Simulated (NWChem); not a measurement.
System: CH₃ cation

Here is an NWChem input.

```
start job
memory heap 200 mb stack 900 mb global 1100 mb
charge 1
geometry units angstroms noautosym nocenter noautoz
  C      0.000000     0.000000     0.000000
  H      0.780694     0.780694     0.000000
  H      0.285754    -1.066448     0.000000
  H     -1.066448     0.285754     0.000000
end
basis spherical
  * library 6-31g*
end
dft
  xc hfexch
  iterations 150
end
property
  shielding 2 1 2
  efieldgrad
end
task dft property
```

The geometry was optimised at PBE0/def2-SVP.

GIAO values for the isolated, static molecule; σ is the absolute isotropic shielding, δ = σ(reference) − σ with the isolated reference molecule computed at the same levels (13C: tetramethylsilane, 1H: tetramethylsilane).

Atoms are numbered as in the input.

### Question
Give the results of this calculation. (Hartree-Fock/6-31G* (spherical d), GIAO.) Quantities: δ C1 (ppm); δ H2 (ppm).

### Answer
| Item | Value |
|---|---|
| δ C1 (ppm) | 360.9 |
| δ H2 (ppm) | 15.53 |
